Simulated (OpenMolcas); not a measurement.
**A workflow on B2 (SMILES B#B)**

Wanted: the energy (UHF/3-21G), then the energy (CASSCF(4,4)/3-21G), then the energy (CASPT2(4,4)/3-21G), then the energy (SC-NEVPT2(4,4)/3-21G), then a single-point energy (MRCI(4,4)/3-21G) of B2. 

The results are computed with OpenMolcas 26.06.

3 further runs of the same task are left out: 3 set aside as unsound or not needed.

**1. The system as given**

The species is B2 (2 atoms), meant as a triplet with charge 0. As SMILES, `B#B`. The B1–B2 distance was set to 2.459 Å, away from the relaxed value.

Bond lengths: B1–B2 2.459 Å.

**2. A single-point energy at UHF/3-21G (run 1)**

The input, coord.xyz:

```xyz
2

B      0.000000     0.000000    -1.053880
B      0.000000     0.000000     1.405120
```

The input, step1.inp:

```
&GATEWAY
 BASLIB=$CurrDir
 COORD=coord.xyz
 BASIS=3-21G
 GROUP=NoSym

&SEWARD

&SCF
 UHF
 SPIN=3
 SCRAMBLE=0.25
 PRORBITALS=1 1
```

The basis set 3-21G is read from a file made from the Basis Set Exchange's data (not shown).

Command:

```bash
$ export MOLCAS_MEM=1860
$ pymolcas step1.inp > step1.log
```

The program printed:

```text
--- Start Module: gateway ---
[...]
--- Stop Module: gateway /rc=_RC_ALL_IS_WELL_ ---
--- Start Module: seward ---
[...]
      Basis functions           18
--- Stop Module: seward /rc=_RC_ALL_IS_WELL_ ---
--- Start Module: scf ---
[...]
       Convergence after  33 Iterations
[...]
::    Total SCF energy                                -48.7865154204
[...]
      Total spin, S                                     1.0185246689
[...]
      Total electronic charge=   10.000000
      Total            charge=   -0.000000
[...]
      Dipole Moment (debye):
      Origin of the operator (angstrom)=    0.0000    0.0000    0.1756
                   X=  1.2734E-08               Y= -2.5966E-06               Z= -1.6293E-05           Total=  1.6499E-05
      Quadrupole Moment (debye*angstrom):
[...]
--- Stop Module: scf /rc=_RC_ALL_IS_WELL_ ---
[...]
```

Wall time 2.1 s (1 thread of Arm Neoverse V1, shared host); peak memory 0.37 GiB.

**3. The energy at CASSCF(4,4)/3-21G (run 2)**

coord.xyz is that of step 2.

The input, step2.inp:

```
* B2 CASSCF
>>> EXPORT MOLCAS_PRINT=2
&GATEWAY
BasLib=$CurrDir
Coord=coord.xyz
Basis=3-21G
Group=NoSym
&SEWARD
&RASSCF
FileOrb=$CurrDir/step1.UnaOrb
Spin=3
Nactel=4 0 0
Inactive=3
Ras2=4
OrbListing=Nothing
```

The basis set 3-21G is read from a file made from the Basis Set Exchange's data (not shown).

Command:

```bash
$ export MOLCAS_MEM=1860
$ pymolcas step2.inp > step2.log
```

The program printed:

```text
--- Start Module: gateway ---
[...]
--- Stop Module: gateway /rc=_RC_ALL_IS_WELL_ ---
--- Start Module: seward ---
[...]
      Basis functions           18
--- Stop Module: seward /rc=_RC_ALL_IS_WELL_ ---
--- Start Module: rasscf ---
[...]
      Number of active orbitals                  4
[...]
      Spin quantum number                      1.0
[...]
      Active orbitals                            4
[...]
      Number of CSFs                            15
[...]
      Number of root(s) required                 1
[...]
      Convergence after  9 iterations
[...]
      printout of CI-coefficients larger than  0.05 for root  1
      energy=     -48.798745
      conf/sym  1111     Coeff  Weight
             1  2uu0   0.97870 0.95786
             4  u20u   0.09852 0.00971
             6  uduu   0.09067 0.00822
             9  uudu  -0.05231 0.00274
            10  uuud  -0.07402 0.00548
            12  u02u  -0.09852 0.00971
[...]
      Natural orbitals and occupation numbers for root  1
      sym 1:   1.951567   1.000000   1.000000   0.048433
      ************************************************************************************************************************
      *                                                    Final results                                                     *
[...]
::    RASSCF root number  1 Total energy:    -48.79874455
[...]
      Total electronic charge=   10.000000
      Total            charge=   -0.000000
[...]
      Dipole Moment (debye):
      Origin of the operator (angstrom)=    0.0000    0.0000    0.1756
                   X= -5.5446E-07               Y= -1.0661E-05               Z= -6.1428E-05           Total=  6.2349E-05
      Quadrupole Moment (debye*angstrom):
[...]
--- Stop Module: rasscf /rc=_RC_ALL_IS_WELL_ ---
[...]
```

Wall time 1.7 s (1 thread of Arm Neoverse V1, shared host); peak memory 0.37 GiB.

**4. The energy at CASPT2(4,4)/3-21G (run 3)**

coord.xyz is that of step 3.

The input, step3.input:

```
* B2 CASPT2
>>> EXPORT MOLCAS_PRINT=2

&GATEWAY
  BasLib=$CurrDir
  Coord=coord.xyz
  Basis=3-21G
  Group=NoSym

&SEWARD

&RASSCF
  FileOrb=$CurrDir/step2.RasOrb
  Spin=3
  Nactel=4 0 0
  Inactive=3
  Ras2=4
  OrbListing=Nothing

&CASPT2
  Imaginary=0.1
  Frozen=2
```

The basis set 3-21G is read from a file made from the Basis Set Exchange's data (not shown).

Command:

```bash
$ export MOLCAS_MEM=1860
$ pymolcas step3.input > step3.log
```

The program printed:

```text
--- Start Module: gateway ---
[...]
--- Stop Module: gateway /rc=_RC_ALL_IS_WELL_ ---
[...]
      Basis functions           18
[...]
--- Start Module: rasscf ---
[...]
      Number of active orbitals                  4
[...]
      Spin quantum number                      1.0
[...]
      Active orbitals                            4
[...]
      Number of CSFs                            15
[...]
      Number of root(s) required                 1
[...]
      Convergence after  4 iterations
[...]
      printout of CI-coefficients larger than  0.05 for root  1
      energy=     -48.798745
      conf/sym  1111     Coeff  Weight
             1  2uu0   0.97870 0.95786
             4  u20u   0.09852 0.00971
             6  uduu   0.09067 0.00822
             9  uudu  -0.05231 0.00274
            10  uuud  -0.07402 0.00548
            12  u02u  -0.09852 0.00971
[...]
      Natural orbitals and occupation numbers for root  1
      sym 1:   1.951567   1.000000   1.000000   0.048433
      ************************************************************************************************************************
      *                                                    Final results                                                     *
[...]
::    RASSCF root number  1 Total energy:    -48.79874455
[...]
      Total electronic charge=   10.000000
      Total            charge=   -0.000000
[...]
      Dipole Moment (debye):
      Origin of the operator (angstrom)=    0.0000    0.0000    0.1756
                   X= -7.9337E-07               Y= -1.8947E-06               Z= -1.0093E-04           Total=  1.0095E-04
      Quadrupole Moment (debye*angstrom):
[...]
--- Stop Module: rasscf /rc=_RC_ALL_IS_WELL_ ---
--- Start Module: caspt2 ---
[...]
 ###    WARNING: User changed nr of frozen orbitals.                         ###
 ###############################################################################
[...]
      E2 (Variational):          -0.0604953892
      Total energy:             -48.8592399349
[...]
      Reference weight:           0.95099
[...]
::    CASPT2 Root  1     Total energy:    -48.85923993
[...]
--- Stop Module: caspt2 /rc=_RC_ALL_IS_WELL_ ---
[...]
```

Wall time 1.7 s (1 thread of Arm Neoverse V1, shared host); peak memory 0.37 GiB.

**5. A single-point energy at SC-NEVPT2(4,4)/3-21G (run 4)**

coord.xyz is that of step 4.

The input, step4.input:

```
* B2 NEVPT2
&GATEWAY
BasLib = $CurrDir
Coord = coord.xyz
Basis = 3-21G
Group = NoSym
&SEWARD
&RASSCF
FileOrb = $CurrDir/step2.RasOrb
Spin = 3
Nactel = 4 0 0
Inactive = 3
Ras2 = 4
OrbListing = Nothing
&CASPT2
SC-NEVPT2
Frozen = 2
```

The basis set 3-21G is read from a file made from the Basis Set Exchange's data (not shown).

Command:

```bash
$ export MOLCAS_MEM=1860
$ pymolcas step4.input > step4.log
```

The program printed:

```text
--- Start Module: gateway ---
[...]
--- Stop Module: gateway /rc=_RC_ALL_IS_WELL_ ---
[...]
      Basis functions           18
[...]
--- Start Module: rasscf ---
[...]
      Number of active orbitals                  4
[...]
      Spin quantum number                      1.0
[...]
      Active orbitals                            4
[...]
      Number of CSFs                            15
[...]
      Number of root(s) required                 1
[...]
      Convergence after  4 iterations
[...]
      printout of CI-coefficients larger than  0.05 for root  1
      energy=     -48.798745
      conf/sym  1111     Coeff  Weight
             1  2uu0   0.97870 0.95786
             4  u20u   0.09852 0.00971
             6  uduu   0.09067 0.00822
             9  uudu  -0.05231 0.00274
            10  uuud  -0.07402 0.00548
            12  u02u  -0.09852 0.00971
[...]
      Natural orbitals and occupation numbers for root  1
      sym 1:   1.951567   1.000000   1.000000   0.048433
      ************************************************************************************************************************
      *                                                    Final results                                                     *
[...]
::    RASSCF root number  1 Total energy:    -48.79874455
[...]
      Total electronic charge=   10.000000
      Total            charge=   -0.000000
[...]
      Dipole Moment (debye):
      Origin of the operator (angstrom)=    0.0000    0.0000    0.1756
                   X= -7.9337E-07               Y= -1.8947E-06               Z= -1.0093E-04           Total=  1.0095E-04
      Quadrupole Moment (debye*angstrom):
[...]
--- Stop Module: rasscf /rc=_RC_ALL_IS_WELL_ ---
--- Start Module: caspt2 ---
[...]
 ###    WARNING: User changed nr of frozen orbitals.                         ###
 ###############################################################################
[...]
      E2 (Variational):          -0.0608840053
[...]
      E2 (Variational):          -0.0606497468
      Total energy:             -48.8593942925
[...]
      Reference weight:           0.94845
[...]
::    SC-NEVPT2 Root  1     Total energy:    -48.85939429
[...]
--- Stop Module: caspt2 /rc=_RC_ALL_IS_WELL_ ---
[...]
```

Run time: 1.7 s. Hardware: 1 thread of Arm Neoverse V1, shared host; peak memory 0.37 GiB.

**6. A single-point energy at MRCI(4,4)/3-21G (run 5)**

coord.xyz is that of step 5.

The input, step5.input:

```
* B2 MRCI
>>> EXPORT MOLCAS_PRINT=2

&GATEWAY
  BasLib=$CurrDir
  Coord=coord.xyz
  Basis=3-21G
  Group=NoSym

&SEWARD

&RASSCF
  FileOrb=$CurrDir/step2.RasOrb
  Spin=3
  Nactel=4 0 0
  Inactive=3
  Ras2=4
  OrbListing=Nothing

&MOTRA
  LumOrb
  Frozen=2

&GUGA
  Electrons=6
  Spin=3
  Inactive=1
  Active=4
  CIAll=1

&MRCI
  SDCI
```

The basis set 3-21G is read from a file made from the Basis Set Exchange's data (not shown).

Command:

```bash
$ export MOLCAS_MEM=1860
$ pymolcas step5.input > step5.log
```

The program printed:

```text
--- Start Module: gateway ---
[...]
--- Stop Module: gateway /rc=_RC_ALL_IS_WELL_ ---
[...]
      Basis functions           18
[...]
      Number of active orbitals                  4
[...]
      Spin quantum number                      1.0
[...]
      Active orbitals                            4
[...]
      Number of CSFs                            15
[...]
      Number of root(s) required                 1
[...]
      Convergence after  4 iterations
[...]
      printout of CI-coefficients larger than  0.05 for root  1
      energy=     -48.798745
      conf/sym  1111     Coeff  Weight
             1  2uu0   0.97870 0.95786
             4  u20u   0.09852 0.00971
             6  uduu   0.09067 0.00822
             9  uudu  -0.05231 0.00274
            10  uuud  -0.07402 0.00548
            12  u02u  -0.09852 0.00971
[...]
      Natural orbitals and occupation numbers for root  1
      sym 1:   1.951567   1.000000   1.000000   0.048433
      ************************************************************************************************************************
      *                                                    Final results                                                     *
[...]
::    RASSCF root number  1 Total energy:    -48.79874455
[...]
      Dipole Moment (debye):
      Origin of the operator (angstrom)=    0.0000    0.0000    0.1756
                   X= -7.9337E-07               Y= -1.8947E-06               Z= -1.0093E-04           Total=  1.0095E-04
      Quadrupole Moment (debye*angstrom):
[...]
      *** WARNING: Default frozen orbitals is overwritten by user input.
      *** Default values:   2
[...]
--- Start Module: guga ---
[...]
--- Stop Module: guga /rc=_RC_ALL_IS_WELL_ ---
--- Start Module: mrci ---
[...]
       (But an ACPF correction will be computed)
       USE THE DEFAULT ACPF G-VALUE GFAC=  0.33333333333333331
[...]
                      CI ENERGY:   -48.89519330
[...]
                ACPF CORRECTION:    -0.00973312
[...]
      Total electronic charge=   10.000000
      Total            charge=    0.000000
[...]
     ACPF CORRECTION:     -0.00973312
[...]
  CI State   1     Total energy:    -48.89519330     QDav:     -0.01537548     QACPF:     -0.00973312
[...]
--- Stop Module: mrci /rc=_RC_ALL_IS_WELL_ ---
[...]
```

Run time: 1.9 s. Hardware: 1 thread of Arm Neoverse V1, shared host; peak memory 0.37 GiB.

**7. Outcome**

```
                                                   quantity         value
                             run 1, UHF/3-21G: total energy  -48.78652 Eh
                            run 1, UHF/3-21G: dipole moment        0.00 D
       run 1, UHF/3-21G: HOMO energy (highest over α and β)      -6.82 eV
        run 1, UHF/3-21G: LUMO energy (lowest over α and β)       0.36 eV
                                     run 1, UHF/3-21G: ⟨S²⟩         2.056
                     run 2, CASSCF(4,4)/3-21G: total energy  -48.79874 Eh
   run 2, CASSCF(4,4)/3-21G: dipole moment (CASSCF density)        0.00 D
                     run 3, CASPT2(4,4)/3-21G: total energy  -48.85924 Eh
   run 3, CASPT2(4,4)/3-21G: dipole moment (CASSCF density)        0.00 D
                  run 4, SC-NEVPT2(4,4)/3-21G: total energy  -48.85939 Eh
run 4, SC-NEVPT2(4,4)/3-21G: dipole moment (CASSCF density)        0.00 D
                       run 5, MRCI(4,4)/3-21G: total energy  -48.89519 Eh
     run 5, MRCI(4,4)/3-21G: dipole moment (CASSCF density)        0.00 D
```

The run (run 1, UHF/3-21G) may have ended on a state above the lowest.
